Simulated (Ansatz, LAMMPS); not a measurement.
Bulk modulus B0 of hcp Re: levels of theory against measurement

Reference value: 369 GPa (measured, zero-point energy and finite temperature contributions removed, our sources range from 369 to 381; as tabulated in doi:10.1021/acs.jctc.3c00612).

```csv
level (code),value (GPa),cell (Å³/atom),error (%)
Lennard-Jones uff-vdw (LAMMPS),1.88,16.72,-99
LDA (Ansatz),405,14.33,+9.8
BLYP (Ansatz),324,15.53,-12.2
PBE (Ansatz),364,14.95,-1.4
revPBE (Ansatz),356,15.06,-3.5
RPBE (Ansatz),353,15.11,-4.3
PBE-D4 (Ansatz),384,14.67,+4.1
PBEsol-D3(BJ) (Ansatz),410,14.27,+11.1
r²SCAN-D4 (Ansatz),394,14.62,+6.8
```

Leaving aside Lennard-Jones uff-vdw (doubt noted below): Once the reference is moved by up to 3.2 % (a margin picked here for doubts on the reference and the settings) and values within 1.7 % count as equal, the nearest can be PBE (-1.4 %), revPBE (-3.5 %), PBE-D4 (+4.1 %) or RPBE (-4.3 %). By the same margin the farthest can be BLYP (-12.2 %), PBEsol-D3(BJ) (+11.1 %) or LDA (+9.8 %).

Density-functional levels without +SOC have no spin–orbit coupling. Lennard-Jones uff-vdw: this is a force field's van der Waals term alone, without bonds or charges. Each level is taken at its own relaxed cell. Cutoffs differ between the levels. Ansatz's density-functional and Hartree–Fock values are scalar-relativistic unless marked +SOC, with PAW data made under PBE.

Differences are worked out from the printed values.

Ansatz is an electronic-structure program.
